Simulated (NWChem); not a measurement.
## Correlation energy of ethanol (C$_{2}$H$_{6}$O)

```
C
H 1 1.1020
O 1 1.4032 2 106.05
H 3 0.9628 1 107.89 2 -178.68
H 1 1.1097 2 106.18 3 -118.83
C 1 1.5168 2 109.82 5 -118.63
H 6 1.1006 1 110.52 2 -62.17
H 6 1.1012 7 108.46 1 -122.31
H 6 1.1032 7 107.86 8 -116.01
```
Charge 0, spin multiplicity 1.

Everything below was run with NWChem. Structure: optimised with PBE0/def2-SVP, a minimum by its harmonic frequencies. It is one conformer; others weren't searched.

Basis set: 3-21G. Each correlation energy counts from its own Hartree-Fock reference.

```
method        correlation energy (mHa)  difference from CCSD(T)
------------  ------------------------  -----------------------
MP2                             -300.9                    +38.2
SCS-MP2                         -304.7                    +34.3
CR-CCSD[T]                      -338.1                     +1.0
CR-CCSD(T)                      -337.8                     +1.3
CCSD                            -332.2                     +6.8
CCSD+T(CCSD)                    -339.5                     -0.4
CCSD(T)                         -339.1                      0.0
```

The values span 38.6 mHa, from CCSD+T(CCSD) (lowest) to MP2 (highest). 

The correlated methods keep 3 core orbitals frozen. Differences from the coupled-cluster row are differences between methods, not errors against experiment.
